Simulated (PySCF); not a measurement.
Species: C4H6N2.
Bonds: C1–N2, N2–C3 (aromatic), C3–C4 (aromatic), C4–C5 (aromatic), C5–N6 (aromatic), N2–N6 (aromatic). Hydrogens: H7, H8, H9 on C1; H10 on C3; H11 on C4; H12 on C5.

NICS = −σ at a ghost point: NICS(0) at the centroid of the ring atoms, NICS(1) 1 Å to either side along the normal of their mean plane, zz for the tensor component along that normal. Level: GIAO PBE0/pcSseg-1 (PySCF, non-relativistic, gas phase) on the GFN2-xTB geometry, one conformer.

Ring bond lengths (Å), with Mayer bond orders in brackets: N2–C3 1.348 (1.14), C3–C4 1.376 (1.45), C4–C5 1.401 (1.34), C5–N6 1.319 (1.52), N6–N2 1.328 (1.21).

Problem. What do the NICS probes read (ppm)?

Solution. 
```
          ring                                                 type  NICS(0)  NICS(1), two faces  NICS(1)zz, two faces  rms pucker (Å)  centre to ring atoms, mean (Å)
N2–C3–C4–C5–N6  5-membered ring with 2 N; formal bonds all aromatic    -13.8       -12.2 / -12.2         -31.8 / -32.0            0.00                            1.15
```

Problem. What do they say, and how far can they be read as aromaticity?

Solution. 
- N2–C3–C4–C5–N6: mean NICS(1)zz -31.9 ppm, shielded. The ring is flat and has no four-coordinate atom; by the NICS criterion it is aromatic.

Problem. What does the geometric index give? HOMA = 1 − mean of α(R − Ropt)² over the ring bonds, with Krygowski's 1993 parameters (CC: Ropt 1.388 Å, α 257.7 Å⁻²; CN: Ropt 1.334 Å, α 93.52 Å⁻²; NN: Ropt 1.309 Å, α 130.33 Å⁻²).

Solution. 
- N2–C3–C4–C5–N6: HOMA 0.97; the largest term is that of N6–N2, α(R − Ropt)² = 0.05. The geometric and the magnetic index point the same way.

Problem. What is the mean of the two in-plane components of NICS at the second NICS(1) probe listed for ring N2–C3–C4–C5–N6, 1 Å off the ring?

Solution. The isotropic value is a third of the trace: (3 × -12.2 − (-32.0))/2 = -2.3 ppm.
